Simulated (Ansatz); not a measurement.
**Scan of the Si2–H7 bond length**

CH₅Si (SMILES [CH2-][SiH3]) (charge -1), closed shell, at its PBE0-D4/def2-TZVPD minimum:

```
atom    x (Å)    y (Å)    z (Å)
  C1  -0.1167  -1.1044   0.3647
 Si2   0.1030   0.5978  -0.0928
  H3  -1.1370  -1.4661   0.5151
  H4   0.5219  -1.8498  -0.1159
  H5  -0.2725   1.2220  -1.4596
  H6  -0.6484   1.5546   0.8123
  H7   1.5499   1.0461  -0.0238
```

The bond length Si2–H7 (1.516 Å at the minimum) is set to the values below, with the rest relaxed at PBE0-D4/def2-TZVPD at each step. Each method's energies count from its own value at the PBE0-D4 minimum structure. Ansatz 0.2.0; basis: def2-TZVPPD; cores frozen in the correlated methods. B3LYP uses VWN-RPA correlation.

| bond length (Å) | CCSD(T) (kcal/mol) | wB97M-V (kcal/mol) | HF (kcal/mol) |
| --- | --- | --- | --- |
| 1.243 | 19.45 | 18.95 | 19.50 |
| 1.307 | 10.06 | 9.73 | 10.01 |
| 1.401 | ? | 2.34 | 2.39 |
| 1.510 | -0.01 | -0.01 | -0.02 |
| 1.631 | 2.07 | 2.11 | 2.25 |
| 1.762 | ? | 5.13 | 5.61 |
| 1.901 | 10.75 | 10.88 | 11.83 |
| 2.046 | ? | 17.28 | 18.74 |
| 2.199 | 23.71 | 23.78 | 25.70 |

Problem. Fill in the withheld CCSD(T) values. (An estimate is asked for; the value comes from the calculation.)

Solution. By the calculation: 2.48 kcal/mol at 1.401 Å; 5.01 kcal/mol at 1.762 Å; 17.17 kcal/mol at 2.046 Å. These count from the CCSD(T) energy at the PBE0-D4 minimum.

Minimum and curvature along this coordinate at CCSD(T): A fifth-order fit through the nearest points gives 1.502 Å, with a curvature of about 15 eV/Å².

Largest difference from the CCSD(T) curve over the scan: PBE-D4 4.51; r2SCAN-D4 2.25; PBE0-D4 1.63; B3LYP-D4 3.00 kcal/mol. Each curve counts from its own value at the minimum.

No T1 diagnostic of these runs exceeds 0.016.

For scale, one of the runs: CCSD(T)/def2-TZVPPD, 170 basis functions (an equivalent command: `ansatz run in.yaml --threads 2`). The run took 15 s on 2 CPU threads (shared host), with 1.3 GiB of host memory at its peak.
